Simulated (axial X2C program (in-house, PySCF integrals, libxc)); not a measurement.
# SiH: bond curves with and without spin–orbit coupling

What are the state, bond length, wavenumber and bond energy of SiH, and what does spin–orbit coupling change?

The runs use an in-house X2C program for linear molecules on PySCF integrals; all-electron X2C, Si dyall-v3z, H dyall-v3z.

All values are calculated.

### 1 Input

task.json reads:

```json
{
 "zs": [
  14,
  1
 ],
 "q": 0,
 "bas": [
  "dyall-v3z",
  "dyall-v3z"
 ],
 "levels": [
  "PBE0",
  "HF",
  "PBE"
 ],
 "cc": true,
 "r0": 1.48,
 "thr": -2.0,
 "nmax": 90,
 "npts": 10,
 "nst": 2,
 "ntry": 6
}
```

Keys: zs atomic numbers; q charge; bas basis sets; levels methods (HF also brings MP2); cc coupled cluster on or off; r0 starting distance in Å; thr threshold in hartree for freezing inner shells (an s shell follows its p shell); nmax most natural virtual spinors; npts points asked for on the curve; nst determinants followed; ntry starts of the search.

Run with:

```sh
$ python so2c.py task.json out
```

Spin-free means the one-electron spin-free X2C Hamiltonian; two-component (2c) means X2C with spin–orbit coupling and atomic mean-field two-electron Coulomb and Gaunt terms. Basis: Si dyall-v3z contracted to [8s7p2d1f], H dyall-v3z contracted to [6s2p1d]; Gaussian nuclei, density fitting. Masses: Si 27.977 u, H 1.008 u.

Notation: σ, π±, δ± give the projection m of an orbital's angular momentum (0, ±1, ±2), α and β its spin, Λ and M_S the sums; ω is the projection of a spinor's total angular momentum and Ω the sum. Logs are in hartree.

The results follow Hamiltonian by Hamiltonian and level by level.

### 2 State search with PBE0

PBE0 moves the distance from 1.480 Å to 1.536 Å and compares determinants there.

Spin-free determinants:

| ΔE (eV) | state | open shells |
| --- | --- | --- |
| 0.00 | M_S = 1/2, Λ = 1 | beyond closed shells: π+α |
| 1.53 | M_S = 3/2, Λ = 0 | beyond closed shells: σα, π+α, π-α |
| 2.38 | M_S = 1/2, Λ = 0 | beyond closed shells: σβ, π+α, π-α |
| 2.95 | M_S = 1/2, Λ = 2 | beyond closed shells: σα, π+α, π+β |
| 2.95 | M_S = 1/2, Λ = 0 | beyond closed shells: σα, π+β, π-α |
| 4.66 | M_S = 1/2, Λ = 0 | beyond closed shells: σα |

Two-component determinants:

| ΔE (eV) | state | open shells |
| --- | --- | --- |
| 0.00 | Ω = 1/2 | excess of +ω over −ω: ω = 1/2 |
| 0.02 | Ω = 3/2 | excess of +ω over −ω: ω = 3/2 |
| 2.39 | Ω = 1/2 | excess of +ω over −ω: 2 × ω = -1/2, ω = 3/2 |
| 2.96 | Ω = 5/2 | excess of +ω over −ω: 2 × ω = 1/2, ω = 3/2 |
| 2.97 | Ω = 1/2 | excess of +ω over −ω: ω = 1/2 |

### 3 PBE0, spin-free

State followed: M_S = 1/2, Λ = 1 (beyond closed shells: π+α). The scan is laid around 1.536 Å, a first estimate of the minimum, and this SCF restarts from the orbitals of the search.

The SCF at the reference distance of 1.536 Å:

```text
spin-free X2C-1e  PBE0
basis functions 63  fitting functions 394  grid points 4355
iter        total energy     max residual
   1       -290.480132471     8.00e-05
   2       -290.480132573     4.34e-05
   3       -290.480132599     1.35e-05
   4       -290.480132603     4.21e-06
converged
one-electron -411.77233873  Coulomb 137.59098621  exact exchange -5.16938685  xc functional -15.95262302  nuclear repulsion 4.82322979
```

Along the bond, energies from the lowest point:

| R (Å) | E (eV) | μ (D) | HOMO (eV) | LUMO (eV) | iterations |
| --- | --- | --- | --- | --- | --- |
| 1.336 | 0.3932 | 0.62 | -5.47 | -3.46 | 11 |
| 1.398 | 0.1706 | 0.48 | -5.48 | -3.47 | 8 |
| 1.444 | 0.0706 | 0.37 | -5.49 | -3.48 | 7 |
| 1.490 | 0.0164 | 0.26 | -5.50 | -3.50 | 8 |
| 1.536 | 0.0000 | 0.14 | -5.52 | -3.51 | 4 |
| 1.590 | 0.0196 | 0.00 | -5.54 | -3.53 | 8 |
| 1.643 | 0.0723 | -0.14 | -5.56 | -3.55 | 8 |
| 1.713 | 0.1774 | -0.33 | -5.59 | -3.58 | 8 |
| 1.797 | 0.3468 | -0.56 | -5.63 | -3.61 | 8 |
| 1.920 | 0.6432 | -0.90 | -5.70 | -3.68 | 10 |

Dipoles are positive if H is the positive end.

Outer orbitals at the reference distance:

```
symmetry  occupied  ε (eV)             atomic character
      σα       yes  -13.80    61% Si s, 33% H s, 4% H p
      σβ       yes  -12.93    55% Si s, 38% H s, 4% H p
      σα       yes   -7.91  52% Si p, 24% H s, 20% Si s
      σβ       yes   -7.54  52% Si p, 25% Si s, 20% H s
     π+α       yes   -5.52             96% Si p, 4% H p
     π-α        no   -3.51             96% Si p, 4% H p
     π-β        no   -2.44             96% Si p, 4% H p
     π+β        no   -2.44             96% Si p, 4% H p
      σα        no    0.83  32% H s, 25% Si p, 22% Si d
```

PBE0 fields in the half plane through the axis: z from -2.4 to 3.9 Å across, distance from the axis 0.15 to 2.25 Å upwards; Si lies at z = 0 and H at z = 1.536 Å; the ELF is damped to zero where the density is low.

log10 density (e/bohr³). Ten even steps from ' ' (-5.50 ) to '@' (1.07 ):
```
..::::--------------------::::::::....      
::::------============--------::::::....    
::----========++++==========------::::....  
::--======++++++++++++++========----::::....
----====++++++****++++++++++++====----::....
--====++++******************++++====--::::..
--====++++****######**********++++==----::..
--====++******%%@@%%##**####****++==----::..
```

ELF. Ten even steps from '0' (0.00 ) to '9' (1.00 ):
```
0000234432100000000000
0013566653210000000000
0035788875311111000000
0257899986433455310000
0378999976456888851000
1589998412479999984000
2689992151199999996100
2689980858099999997100
```

Re = 1.536 Å, ωe = 2016 cm⁻¹, ωexe = 32.2 cm⁻¹, Be = 7.347 cm⁻¹, De = 3.01 eV, μ = 0.14 D.

### 4 HF, spin-free

Output at 1.536 Å:

```text
spin-free X2C-1e  HF
basis functions 63  fitting functions 394  grid points 4355
iter        total energy     max residual
   1       -290.035670119     1.15e-01
   2       -290.042031566     5.37e-03
   3       -290.042271426     2.46e-03
   4       -290.042298426     9.72e-04
   5       -290.042306586     2.92e-04
   6       -290.042308801     2.83e-04
   7       -290.042309497     1.07e-04
   8       -290.042309641     6.40e-05
   9       -290.042309672     2.25e-05
  10       -290.042309675     7.38e-06
  11       -290.042309676     2.32e-06
converged
one-electron -411.60990700  Coulomb 137.44658152  exact exchange -20.70221398  xc functional 0.00000000  nuclear repulsion 4.82322979
```

Re = 1.518 Å, ωe = 2124 cm⁻¹, ωexe = 31.7 cm⁻¹, Be = 7.525 cm⁻¹, De = 2.16 eV, μ = 0.25 D.

### 5 PBE, spin-free

Output at 1.536 Å:

```text
spin-free X2C-1e  PBE
basis functions 63  fitting functions 394  grid points 4355
iter        total energy     max residual
   1       -290.454797274     3.77e-02
   2       -290.455727039     1.36e-03
   3       -290.455733145     8.59e-04
   4       -290.455734236     6.34e-05
   5       -290.455734260     2.81e-05
   6       -290.455734272     8.58e-06
   7       -290.455734272     4.04e-06
converged
one-electron -411.74918266  Coulomb 137.55856198  exact exchange 0.00000000  xc functional -21.08834337  nuclear repulsion 4.82322979
```

Re = 1.550 Å, ωe = 1942 cm⁻¹, ωexe = 33.1 cm⁻¹, Be = 7.217 cm⁻¹, De = 3.02 eV, μ = 0.08 D.

### 6 MP2 and beyond, spin-free

Correlated methods: 5 electrons correlated (frozen shells, counted by type: Si 2 s, 1 p; H none), 101 virtual spinors in MP2, 71 natural virtuals in coupled cluster.

Output of the correlated part at 1.536 Å:

```text
correlated 5  virtual 101  natural virtual 71  E(MP2) -0.084999780  MP2 remainder -0.000802590
iter   CCSD correlation   residual
   1     -0.100397331   1.13e-01
   2     -0.107283399   4.72e-02
   3     -0.107997345   1.46e-02
   4     -0.108093932   3.76e-03
   5     -0.108068362   1.23e-03
   6     -0.108068977   4.22e-04
   7     -0.108071677   1.11e-04
   8     -0.108070304   2.93e-05
   9     -0.108070323   8.49e-06
(T) -0.003312874  T1 0.0224  D1 0.0414  max T2 0.085
```

T1 in the output is the amplitude norm over the root of the electron number; divide by √2 for the Lee–Taylor value.

MP2: Re = 1.521 Å, ωe = 2089 cm⁻¹, Be = 7.493 cm⁻¹, De = 2.92 eV.

CCSD: Re = 1.527 Å, ωe = 2041 cm⁻¹, ωexe = 35 cm⁻¹, Be = 7.432 cm⁻¹, De = 3.08 eV. T1 at Re = 0.016 (Lee–Taylor, the printed value over √2).

CCSD(T): Re = 1.529 Å, ωe = 2029 cm⁻¹, ωexe = 35.7 cm⁻¹, Be = 7.413 cm⁻¹, De = 3.10 eV. T1 at Re = 0.016 (Lee–Taylor, the printed value over √2).

### 7 A higher determinant, spin-free

State: M_S = 3/2, Λ = 0 (beyond closed shells: σα, π+α, π-α).

Output at the reference distance:

```text
spin-free X2C-1e  PBE0
basis functions 63  fitting functions 394  grid points 4355
iter        total energy     max residual
   1       -290.423824923     4.16e-05
   2       -290.423824939     9.63e-06
   3       -290.423824941     6.58e-06
converged
one-electron -411.60145568  Coulomb 137.50088999  exact exchange -5.18032988  xc functional -15.96615917  nuclear repulsion 4.82322979
```

```csv
R (Å),E above the lowest PBE0 point (eV)
1.336,1.803
1.398,1.624
1.444,1.554
1.490,1.526
1.536,1.532
1.590,1.573
1.643,1.639
1.713,1.751
1.797,1.909
```

Re = 1.503 Å, ωe = 2041 cm⁻¹, ωexe = 58.1 cm⁻¹, Be = 7.669 cm⁻¹, μ = 0.02 D. Te = 1.52 eV.

### 8 The spin-free curves together

Energy (eV) of the followed determinant, spin-free, from each level's lowest point:

| R (Å) | PBE0 | HF | MP2 | CCSD | CCSD(T) | PBE |
| --- | --- | --- | --- | --- | --- | --- |
| 1.336 | 0.393 | 0.346 | 0.351 | n/a | n/a | 0.427 |
| 1.398 | 0.171 | 0.136 | 0.140 | 0.151 | 0.155 | 0.195 |
| 1.444 | 0.071 | 0.046 | 0.050 | 0.058 | 0.060 | 0.087 |
| 1.490 | 0.016 | 0.004 | 0.006 | 0.010 | 0.012 | 0.025 |
| 1.536 | 0.000 | 0.000 | 0.000 | 0.000 | 0.000 | 0.000 |
| 1.590 | 0.020 | 0.035 | 0.032 | 0.026 | 0.025 | 0.009 |
| 1.643 | 0.072 | 0.105 | 0.097 | 0.085 | 0.081 | 0.051 |
| 1.713 | 0.177 | 0.232 | 0.218 | 0.196 | 0.190 | 0.141 |
| 1.797 | 0.347 | 0.429 | 0.406 | n/a | n/a | 0.292 |
| 1.920 | 0.643 | 0.766 | 0.727 | n/a | n/a | 0.560 |

### 9 PBE0, 2c

State followed: Ω = 1/2 (excess of +ω over −ω: ω = 1/2). The scan is laid around 1.536 Å, a first estimate of the minimum, and this SCF restarts from the orbitals of the search.

The SCF at the reference distance of 1.536 Å:

```text
two-component X2C + atomic mean field  PBE0
basis functions 63  fitting functions 394  grid points 4355
iter        total energy     max residual
   1       -290.443605181     5.67e-05
   2       -290.443605193     1.25e-05
   3       -290.443605196     1.31e-05
converged
one-electron -411.67695526  Coulomb 137.56517022  exact exchange -5.16844122  xc functional -15.94967677  nuclear repulsion 4.82322979  atomic mean-field constant -0.03693196
```

Along the bond, energies from the lowest point:

| R (Å) | E (eV) | μ (D) | HOMO (eV) | LUMO (eV) | iterations |
| --- | --- | --- | --- | --- | --- |
| 1.336 | 0.3939 | 0.62 | -5.48 | -3.45 | 10 |
| 1.398 | 0.1710 | 0.48 | -5.49 | -3.46 | 8 |
| 1.444 | 0.0709 | 0.37 | -5.50 | -3.47 | 7 |
| 1.490 | 0.0165 | 0.26 | -5.51 | -3.49 | 8 |
| 1.536 | 0.0000 | 0.14 | -5.52 | -3.50 | 3 |
| 1.590 | 0.0195 | 0.00 | -5.54 | -3.52 | 8 |
| 1.643 | 0.0720 | -0.14 | -5.56 | -3.54 | 8 |
| 1.713 | 0.1769 | -0.33 | -5.60 | -3.56 | 8 |
| 1.797 | 0.3462 | -0.56 | -5.64 | -3.60 | 8 |
| 1.920 | 0.6423 | -0.90 | -5.71 | -3.67 | 10 |

Dipoles are positive if H is the positive end.

Outer spinors at the reference distance:

```json
{"ω": "-1/2", "occupied": "yes", "ε (eV)": "-13.79", "atomic character": "61% Si s, 33% H s, 4% H p", "λ mixture": "100% σ"}
{"ω": "1/2", "occupied": "yes", "ε (eV)": "-12.93", "atomic character": "55% Si s, 38% H s, 4% H p", "λ mixture": "100% σ"}
{"ω": "-1/2", "occupied": "yes", "ε (eV)": "-7.91", "atomic character": "52% Si p, 24% H s, 20% Si s", "λ mixture": "100% σ"}
{"ω": "1/2", "occupied": "yes", "ε (eV)": "-7.53", "atomic character": "52% Si p, 25% Si s, 20% H s", "λ mixture": "100% σ"}
{"ω": "1/2", "occupied": "yes", "ε (eV)": "-5.52", "atomic character": "96% Si p, 4% H p", "λ mixture": "100% π"}
{"ω": "-3/2", "occupied": "no", "ε (eV)": "-3.50", "atomic character": "96% Si p, 4% H p", "λ mixture": "100% π"}
{"ω": "-1/2", "occupied": "no", "ε (eV)": "-2.44", "atomic character": "96% Si p, 4% H p", "λ mixture": "100% π"}
{"ω": "3/2", "occupied": "no", "ε (eV)": "-2.43", "atomic character": "96% Si p, 4% H p", "λ mixture": "100% π"}
{"ω": "-1/2", "occupied": "no", "ε (eV)": "0.83", "atomic character": "32% H s, 25% Si p, 22% Si d", "λ mixture": "100% σ"}
```

PBE0 fields in the half plane through the axis: z from -2.4 to 3.9 Å across, distance from the axis 0.15 to 2.25 Å upwards; Si lies at z = 0 and H at z = 1.536 Å; the ELF is damped to zero where the density is low.

log10 density (e/bohr³). Ten even steps from ' ' (-5.50 ) to '@' (1.07 ):
```
..::::--------------------::::::::....      
::::------============--------::::::....    
::----========++++==========------::::....  
::--======++++++++++++++========----::::....
----====++++++****++++++++++++====----::....
--====++++******************++++====--::::..
--====++++****######**********++++==----::..
--====++******%%@@%%##**####****++==----::..
```

ELF. Ten even steps from ' ' (0.00 ) to '@' (1.00 ):
```
        ::--====--::..                      
    ..--++******++--::..                    
    --++##%%%%%%##++--..........            
  ::++##%%@@@@@@%%**==----==++++--..        
  --##%%@@@@@@@@##**==++**%%%%%%%%++..      
..++%%@@@@@@%%==..::==##@@@@@@@@@@%%==      
::**%%@@@@@@::..++....@@@@@@@@@@@@@@**..    
::**%%@@@@%%  %%++%%  @@@@@@@@@@@@@@##..    
```

Re = 1.536 Å, ωe = 2015 cm⁻¹, ωexe = 32.1 cm⁻¹, Be = 7.345 cm⁻¹, De = 3.02 eV, μ = 0.14 D.

### 10 HF, 2c

Output at 1.536 Å:

```text
two-component X2C + atomic mean field  HF
basis functions 63  fitting functions 394  grid points 4355
iter        total energy     max residual
   1       -289.999252088     1.15e-01
   2       -290.005610952     5.37e-03
   3       -290.005850936     2.47e-03
   4       -290.005878000     9.74e-04
   5       -290.005886189     2.92e-04
   6       -290.005888411     2.83e-04
   7       -290.005889109     1.07e-04
   8       -290.005889254     6.40e-05
   9       -290.005889284     2.25e-05
  10       -290.005889288     7.38e-06
  11       -290.005889288     2.32e-06
converged
one-electron -411.51466528  Coulomb 137.42091533  exact exchange -20.69843717  xc functional 0.00000000  nuclear repulsion 4.82322979  atomic mean-field constant -0.03693196
```

Re = 1.518 Å, ωe = 2123 cm⁻¹, ωexe = 31.7 cm⁻¹, Be = 7.523 cm⁻¹, De = 2.16 eV, μ = 0.25 D.

### 11 PBE, 2c

Output at 1.536 Å:

```text
two-component X2C + atomic mean field  PBE
basis functions 63  fitting functions 394  grid points 4355
iter        total energy     max residual
   1       -290.418229843     3.77e-02
   2       -290.419159250     1.36e-03
   3       -290.419165357     8.57e-04
   4       -290.419166444     6.31e-05
   5       -290.419166468     2.70e-05
   6       -290.419166479     8.61e-06
   7       -290.419166479     4.17e-06
converged
one-electron -411.65387128  Coulomb 137.53282250  exact exchange 0.00000000  xc functional -21.08441553  nuclear repulsion 4.82322979  atomic mean-field constant -0.03693196
```

Re = 1.550 Å, ωe = 1942 cm⁻¹, ωexe = 33.1 cm⁻¹, Be = 7.215 cm⁻¹, De = 3.03 eV, μ = 0.07 D.

### 12 Correlated methods, 2c

Correlated methods: 5 electrons correlated (frozen shells, counted by type: Si 2 s, 1 p; H none), 101 virtual spinors in MP2, 71 natural virtuals in coupled cluster.

Output of the correlated part at 1.536 Å:

```text
correlated 5  virtual 101  natural virtual 71  E(MP2) -0.084988057  MP2 remainder -0.000802350
iter   CCSD correlation   residual
   1     -0.100381282   1.13e-01
   2     -0.107260956   4.71e-02
   3     -0.107972619   1.45e-02
   4     -0.108068833   3.74e-03
   5     -0.108043397   1.23e-03
   6     -0.108044012   4.21e-04
   7     -0.108046710   1.12e-04
   8     -0.108045333   3.32e-05
   9     -0.108045338   1.50e-05
(T) -0.003310081  T1 0.0224  D1 0.0414  max T2 0.085
```

MP2: Re = 1.521 Å, ωe = 2089 cm⁻¹, Be = 7.491 cm⁻¹, De = 2.94 eV.

CCSD: Re = 1.527 Å, ωe = 2040 cm⁻¹, ωexe = 35.1 cm⁻¹, Be = 7.43 cm⁻¹, De = 3.09 eV. T1 at Re = 0.016 (Lee–Taylor, the printed value over √2).

CCSD(T): Re = 1.529 Å, ωe = 2028 cm⁻¹, ωexe = 35.8 cm⁻¹, Be = 7.411 cm⁻¹, De = 3.11 eV. T1 at Re = 0.016 (Lee–Taylor, the printed value over √2).

### 13 A higher determinant, 2c

State: Ω = 3/2 (excess of +ω over −ω: ω = 3/2).

Output at the reference distance:

```text
two-component X2C + atomic mean field  PBE0
basis functions 63  fitting functions 394  grid points 4355
iter        total energy     max residual
   1       -290.442918206     3.90e-05
   2       -290.442918215     1.42e-05
converged
one-electron -411.67088337  Coulomb 137.55947585  exact exchange -5.16836749  xc functional -15.94944103  nuclear repulsion 4.82322979  atomic mean-field constant -0.03693196
```

```csv
R (Å),E above the lowest PBE0 point (eV)
1.336,0.412
1.398,0.190
1.444,0.090
1.490,0.035
1.536,0.019
1.590,0.038
1.643,0.091
1.713,0.196
1.797,0.365
```

Re = 1.536 Å, ωe = 2016 cm⁻¹, ωexe = 32.1 cm⁻¹, Be = 7.346 cm⁻¹, μ = 0.14 D. Te = 0.02 eV.

### 14 The 2c curves together

Energy (eV) of the followed determinant, 2c, from each level's lowest point:

| R (Å) | PBE0 | HF | MP2 | CCSD | CCSD(T) | PBE |
| --- | --- | --- | --- | --- | --- | --- |
| 1.336 | 0.394 | 0.347 | 0.352 | n/a | n/a | 0.427 |
| 1.398 | 0.171 | 0.136 | 0.141 | 0.152 | 0.155 | 0.195 |
| 1.444 | 0.071 | 0.047 | 0.050 | 0.058 | 0.061 | 0.088 |
| 1.490 | 0.017 | 0.004 | 0.006 | 0.010 | 0.012 | 0.025 |
| 1.536 | 0.000 | 0.000 | 0.000 | 0.000 | 0.000 | 0.000 |
| 1.590 | 0.019 | 0.035 | 0.032 | 0.026 | 0.024 | 0.009 |
| 1.643 | 0.072 | 0.104 | 0.097 | 0.084 | 0.081 | 0.050 |
| 1.713 | 0.177 | 0.231 | 0.217 | 0.195 | 0.189 | 0.141 |
| 1.797 | 0.346 | 0.428 | 0.405 | n/a | n/a | 0.291 |
| 1.920 | 0.642 | 0.765 | 0.726 | n/a | n/a | 0.559 |

The whole job took 20 s on 1 thread of Arm Neoverse V1, shared host; peak memory 0.25 GiB.

### 15 Constants

Lowest determinant that the search found at its distance, spin-free: M_S = 1/2, Λ = 1 (beyond closed shells: π+α).

Lowest determinant that the search found at its distance, 2c: Ω = 1/2 (excess of +ω over −ω: ω = 1/2).

```tsv
Hamiltonian	level	Re (Å)	ωe (cm⁻¹)	De (eV)	μ (D)
spin-free	PBE0	1.536	2016	3.01	0.14
spin-free	HF	1.518	2124	2.16	0.25
spin-free	MP2	1.521	2089	2.92	n/a
spin-free	CCSD	1.527	2041	3.08	n/a
spin-free	CCSD(T)	1.529	2029	3.10	n/a
spin-free	PBE	1.550	1942	3.02	0.08
2c	PBE0	1.536	2015	3.02	0.14
2c	HF	1.518	2123	2.16	0.25
2c	MP2	1.521	2089	2.94	n/a
2c	CCSD	1.527	2040	3.09	n/a
2c	CCSD(T)	1.529	2028	3.11	n/a
2c	PBE	1.550	1942	3.03	0.07
```

Dipoles are positive if H is the positive end.

Time per point (s) on 1 thread of Arm Neoverse V1, shared host (2c runs; CCSD comes with the CCSD(T) run); the times are rough: PBE0 0.11, HF 0.054, MP2 0.062, CCSD(T) 0.51, PBE 0.098.

**Reading.** At CCSD(T), going from spin-free to two-component changes Re by 0 mÅ, ωe by 0.0 %; the spin-free picture holds up (part of it comes from the scalar share of the two-electron terms). De moves by +0.01 eV; both De rest on single-determinant atoms, which can miss part of an open shell's spin–orbit lowering.

De refers to Si + H, each in the lowest determinant found, which need not be this curve's own limit. The state is a single determinant with fixed occupations, the lowest that a limited PBE0 search found. De is counted from the lowest determinant-based energies of the atoms at the same level, without counterpoise correction. Density functionals use the spin component along the axis (collinear). Coupled cluster ran in a truncated set of natural virtual spinors; the MP2 energy of the rest was added.
